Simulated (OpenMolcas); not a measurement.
**One shape, several levels: C3H10NP (SMILES CP(C)(C)=N)**

Wanted: a comparison of 6 runs (MP2/ANO-RCC-VDZP) of C3H10NP. The setting varied is the relativity. 

Program for the calculation: OpenMolcas 26.06.

### Step 1. The structure to begin with

C3H10NP: 15 atoms, total charge 0, spin state singlet. As SMILES, `CP(C)(C)=N`. The coordinates come from a GFN2-xTB relaxation.

Bond lengths: C1–P2 1.853 Å, P2–C3 1.853 Å, P2–C4 1.816 Å, P2–N5 1.556 Å, C1–H6 1.090 Å, C1–H7 1.086 Å, C1–H8 1.089 Å, C3–H9 1.090 Å, C3–H10 1.089 Å, C3–H11 1.086 Å, C4–H12 1.088 Å, C4–H13 1.088 Å, C4–H14 1.088 Å, N5–H15 1.009 Å. Some angles: C1–P2–C3 101.6°, C1–P2–C4 104.1°, C1–P2–N5 119.5°, C3–P2–C4 104.1°, C3–P2–N5 119.4°, C4–P2–N5 106.2°, P2–C1–H6 108.9°, P2–C1–H7 112.3°, P2–C1–H8 107.6°, P2–C3–H9 108.9°.

### Step 2. A single-point energy at MP2/ANO-RCC-VDZP (DKH1) (run 1)

File job.input:

```
>>> EXPORT MOLCAS_PRINT=2

&GATEWAY
 COORD
 15
 bohr
 C     -3.09986894     0.36088100     0.61644756
 P      0.19764646     0.68056597    -0.51748260
 C      2.00469706     0.28353451     2.45649278
 C      0.77584596    -2.22857292    -2.24525920
 N      0.89206411     2.87499153    -2.34720992
 H     -3.53815312     1.94794859     1.85261190
 H     -3.40785650    -1.39862410     1.62873605
 H     -4.33410576     0.44867767    -1.02819998
 H      1.61764336     1.88469945     3.69156109
 H      4.00557688     0.29462720     1.97487718
 H      1.52931756    -1.46043704     3.43011748
 H      0.41131779    -3.88743120    -1.08806651
 H      2.73428252    -2.20572613    -2.86845308
 H     -0.44144002    -2.23135081    -3.90160415
 H      0.65305155     4.63617849    -1.65458750
 BASIS=ANO-RCC-VDZP
 GROUP=NoSym

&SEWARD
 RELATIVISTIC=R01O00
 EXPERT

&SCF
 PRORBITALS=0

&MBPT2
 FROZEN=9
```

Run with:

```
export MOLCAS_MEM=1860
pymolcas job.input > job.log
```

Output:

```text
--- Start Module: gateway ---
[...]
--- Stop Module: gateway /rc=_RC_ALL_IS_WELL_ ---
[...]
 ###    WARNING:  EXPERT option is ON!                                       ###
 ###############################################################################
               SEWARD will generate:
[...]
      Basis functions          124
[...]
--- Start Module: scf ---
[...]
       Convergence after  12 Iterations
[...]
::    Total SCF energy                               -515.7254341095
[...]
      Total spin, S                                     0.0000000000
[...]
      Total electronic charge=   50.000000
      Total            charge=   -0.000000
[...]
      Dipole Moment (debye):
      Origin of the operator (angstrom)=    0.0814    0.2345   -0.2145
                   X= -1.1420E+00               Y= -2.0805E+00               Z=  3.0373E+00           Total=  3.8546E+00
      Quadrupole Moment (debye*angstrom):
[...]
--- Stop Module: scf /rc=_RC_ALL_IS_WELL_ ---
[...]
--- Start Module: mbpt2 ---
[...]
WARNING!
Default frozen orbitals as non valence orbitals is overwritten by user input.
Default values:   9
[...]
       Reference weight ( Cref**2 )         =        0.78664
::    Total MBPT2 energy                             -516.4840794872
[...]
      Total MBPT2 calculations                           1.44      1.62
--- Stop Module: mbpt2 /rc=_RC_ALL_IS_WELL_ ---
[...]
```

It took 93 s on 1 thread of Arm Neoverse N1, shared host; peak memory 0.86 GiB.

### Step 3. A single-point energy at MP2/ANO-RCC-VDZP (DKH2) (run 2)

File job.inp:

```
&GATEWAY
 COORD
 15
 bohr
 C     -3.09986894     0.36088100     0.61644756
 P      0.19764646     0.68056597    -0.51748260
 C      2.00469706     0.28353451     2.45649278
 C      0.77584596    -2.22857292    -2.24525920
 N      0.89206411     2.87499153    -2.34720992
 H     -3.53815312     1.94794859     1.85261190
 H     -3.40785650    -1.39862410     1.62873605
 H     -4.33410576     0.44867767    -1.02819998
 H      1.61764336     1.88469945     3.69156109
 H      4.00557688     0.29462720     1.97487718
 H      1.52931756    -1.46043704     3.43011748
 H      0.41131779    -3.88743120    -1.08806651
 H      2.73428252    -2.20572613    -2.86845308
 H     -0.44144002    -2.23135081    -3.90160415
 H      0.65305155     4.63617849    -1.65458750
 BASIS
 ANO-RCC-VDZP
 GROUP
 NoSym

&SEWARD
 RELATIVISTIC
 R02O02
 EXPERT

&SCF
 PRORBITALS
 0

&MBPT2
 FROZEN
 9
```

Run with:

```
export MOLCAS_MEM=1860
pymolcas job.inp > job.log
```

Output:

```text
--- Start Module: gateway ---
[...]
--- Stop Module: gateway /rc=_RC_ALL_IS_WELL_ ---
[...]
 ###    WARNING:  EXPERT option is ON!                                       ###
 ###############################################################################
               SEWARD will generate:
[...]
      Basis functions          124
[...]
--- Start Module: scf ---
[...]
       Convergence after  12 Iterations
[...]
::    Total SCF energy                               -515.5736431665
[...]
      Total spin, S                                     0.0000000000
[...]
      Total electronic charge=   50.000000
      Total            charge=   -0.000000
[...]
      Dipole Moment (debye):
      Origin of the operator (angstrom)=    0.0814    0.2345   -0.2145
                   X= -1.1422E+00               Y= -2.0805E+00               Z=  3.0376E+00           Total=  3.8549E+00
      Quadrupole Moment (debye*angstrom):
[...]
--- Stop Module: scf /rc=_RC_ALL_IS_WELL_ ---
[...]
--- Start Module: mbpt2 ---
[...]
WARNING!
Default frozen orbitals as non valence orbitals is overwritten by user input.
Default values:   9
[...]
       Reference weight ( Cref**2 )         =        0.78665
::    Total MBPT2 energy                             -516.3322748873
[...]
      Total MBPT2 calculations                           1.38      1.61
--- Stop Module: mbpt2 /rc=_RC_ALL_IS_WELL_ ---
[...]
```

Wall time 1.9 min (1 thread of Arm Neoverse N1, shared host); peak memory 0.88 GiB.

Runs 3 to 5 aren't shown in full; the table further down has their settings and results.

### Step 4. A single-point energy at MP2/ANO-RCC-VDZP (sfX2C) (run 6)

Edit job.inp of step 3 so:

```diff
@@ -1,3 +1,5 @@
+>>> EXPORT MOLCAS_PRINT=2
+
 &GATEWAY
- COORD
+ Coord
  15
@@ -19,18 +21,13 @@
  H      0.65305155     4.63617849    -1.65458750
- BASIS
- ANO-RCC-VDZP
- GROUP
- NoSym
+ Basis=ANO-RCC-VDZP
+ Group=NoSym
+ RX2C
 
 &SEWARD
- RELATIVISTIC
- R02O02
- EXPERT
+ Expert
 
 &SCF
- PRORBITALS
- 0
+ PrOrbitals=0
 
 &MBPT2
- FROZEN
- 9
+ Frozen=9
```

Run with:

```
export MOLCAS_MEM=1860
pymolcas job.inp > job.log
```

Output:

```text
--- Start Module: gateway ---
[...]
--- Stop Module: gateway /rc=_RC_ALL_IS_WELL_ ---
[...]
 ###    WARNING:  EXPERT option is ON!                                       ###
 ###############################################################################
               SEWARD will generate:
[...]
      Basis functions          124
[...]
--- Start Module: scf ---
[...]
       Convergence after  12 Iterations
[...]
::    Total SCF energy                               -515.5728661875
[...]
      Total spin, S                                     0.0000000000
[...]
      Total electronic charge=   50.000000
      Total            charge=   -0.000000
[...]
      Dipole Moment (debye):
      Origin of the operator (angstrom)=    0.0814    0.2345   -0.2145
                   X= -1.1422E+00               Y= -2.0805E+00               Z=  3.0376E+00           Total=  3.8549E+00
      Quadrupole Moment (debye*angstrom):
[...]
--- Stop Module: scf /rc=_RC_ALL_IS_WELL_ ---
[...]
--- Start Module: mbpt2 ---
[...]
WARNING!
Default frozen orbitals as non valence orbitals is overwritten by user input.
Default values:   9
[...]
       Reference weight ( Cref**2 )         =        0.78665
::    Total MBPT2 energy                             -516.3314977887
[...]
      Total MBPT2 calculations                           1.42      1.61
--- Stop Module: mbpt2 /rc=_RC_ALL_IS_WELL_ ---
[...]
```

Wall time 98 s (1 thread of Arm Neoverse N1, shared host); peak memory 0.85 GiB.

### Step 5. The series

```tsv
run	level	energy (Eh)	dipole moment (D) of the reference	HOMO energy (eV)	LUMO energy (eV)	wall time
1	MP2/ANO-RCC-VDZP (DKH1)	-516.484079	3.85	-9.17	1.99	93 s
2	MP2/ANO-RCC-VDZP (DKH2)	-516.332275	3.85	-9.17	1.99	1.9 min
3	MP2/ANO-RCC-VDZP (DKH3)	-516.333730	3.85	-9.17	1.99	1.9 min
4	MP2/ANO-RCC-VDZP (DKH4)	-516.333699	3.85	-9.17	1.99	1.8 min
5	MP2/ANO-RCC-VDZP (DKH8)	-516.333700	3.85	-9.17	1.99	2 min
6	MP2/ANO-RCC-VDZP (sfX2C)	-516.331498	3.85	-9.17	1.99	98 s
```

### Step 6. What came out

| quantity | value |
| --- | --- |
| run 6: total energy | -516.33150 Eh |
| run 6: dipole moment (mean-field density) | 3.85 D |
| run 6: HOMO energy (Hartree–Fock orbitals) | -9.17 eV |
| run 6: LUMO energy (Hartree–Fock orbitals) | 1.99 eV |
| run 6: HOMO–LUMO gap (Hartree–Fock orbitals) | 11.17 eV |
| run 6: correlation energy (9 core orbitals frozen) | -758.6 mEh |

**Reading.** Some runs of one species differ in core potentials or relativity; totals across that change don't compare. All runs together took 11 min, the longest 2 min.
